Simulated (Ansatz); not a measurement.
C2H4ClF, SMILES CC(F)Cl, a short molecular-dynamics run

Computed with the Ansatz DFT code, driven from Python.

Notebook, run cell by cell (the value of a cell's last expression is shown):

**Cell 1**
```python
import ansatz
import numpy as np
```

**Cell 2**
```python
config = {
    "basis": "def2-SVP",
    "xc": "B3LYP",
    "n_steps": 40,
    "temperature_k": 500,
}
```

**Cell 3**
```python
GEOMETRY = """
C     0.04770    0.74290   -0.05170
C    -0.07950   -0.70980    0.15860
F     0.99090   -1.10070    0.83980
Cl   -0.05390   -1.56250   -1.39090
H    -0.86780    1.15030   -0.63390
H     0.04360    1.32340    0.89770
H     0.93470    1.06020   -0.60810
H    -0.92360   -0.96100    0.73280
"""

geometry = ansatz.Crystal.molecule()
for line in GEOMETRY.strip().splitlines():
    symbol, *xyz = line.split()
    geometry = geometry.atom(symbol, [float(v) for v in xyz])
```

**Cell 4**
```python
setup = geometry.calculation()
setup = setup.basis(gaussian=config["basis"])
setup = setup.functional(config["xc"])
symbols = [site.symbol for site in geometry.cartesian_sites]
start = np.array([site.position_ang for site in geometry.cartesian_sites], dtype=float)
report = setup.relax(force_tolerance=0.02).run().report
end = np.array(report["positions_ang"])
minimum = ansatz.Crystal.molecule()
for symbol, place in zip(symbols, end):
    minimum = minimum.atom(symbol, place.tolist())
```

**Cell 5**
```python
# dynamics from the relaxed geometry
setup = (
    minimum.calculation()
    .basis(gaussian=config["basis"])
    .functional(config["xc"])
    .md("nve", timestep=1.0, steps=config["n_steps"], temperature=config["temperature_k"], initial_velocities="maxwell_boltzmann", seed=13)
)
frames = []
outcome = setup.session().plan().execute(on_event=lambda e: frames.append(e["data"]) if e["event"] == "md_step" else None)
print("t (fs)   E_pot (eV)      E_kin (eV)   T (K)   d(0-1) (A)")
for f in frames[::2]:
    xyz = np.array(f["positions_ang"])
    print(f"{f['time_fs']:6.2f} {f['lagrangian_ev']:14.5f} {f['e_kin_ev']:10.5f} {f['temperature_k']:8.1f} {np.linalg.norm(xyz[0] - xyz[1]):9.4f}")
kept = np.array([f["conserved_ev"] for f in frames])
print(f"conserved energy moves by at most {1000 * np.ptp(kept):.3f} meV")
```
Output:
```text
t (fs)   E_pot (eV)      E_kin (eV)   T (K)   d(0-1) (A)
  0.00   -17371.62537    0.38778    500.0    1.5094
  2.00   -17371.52119    0.28704    370.1    1.5136
  4.00   -17371.37028    0.13797    177.9    1.5193
  6.00   -17371.29640    0.06439     83.0    1.5267
  8.00   -17371.33471    0.10349    133.4    1.5343
 10.00   -17371.49160    0.25568    329.7    1.5399
 12.00   -17371.53713    0.30142    388.6    1.5426
 14.00   -17371.46102    0.22742    293.2    1.5427
 16.00   -17371.37619    0.14234    183.5    1.5405
 18.00   -17371.30256    0.07136     92.0    1.5354
 20.00   -17371.36741    0.13457    173.5    1.5256
 22.00   -17371.48309    0.24712    318.6    1.5115
 24.00   -17371.49385    0.25946    334.5    1.4970
 26.00   -17371.45762    0.22255    287.0    1.4868
 28.00   -17371.36493    0.13177    169.9    1.4838
 30.00   -17371.33023    0.09908    127.8    1.4867
 32.00   -17371.43761    0.20243    261.0    1.4925
 34.00   -17371.50623    0.27156    350.1    1.5001
 36.00   -17371.52308    0.28785    371.1    1.5096
 38.00   -17371.46813    0.23301    300.4    1.5209
 40.00   -17371.35612    0.12402    159.9    1.5316
conserved energy moves by at most 6.706 meV
```

Reading the output:
- The settings weren't tested for convergence.
- The trajectory is only some femtoseconds long, so its temperature is not equilibrated; where the script doesn't relax first, it starts from a rough generated geometry.
- b3lyp holds the VWN-RPA fit, as in Gaussian; the form of ORCA and Turbomole is b3lyp5.
- The temperature counts the internal degrees of freedom alone.
- With hydrogen a step over 0.5 fs is long.
- Wall time of the script: 2.2 min on 1 thread of Arm Neoverse V1, on a shared host, peak memory 0.23 GiB.

(Lines on the test bed's own set-up are left out of the output.)
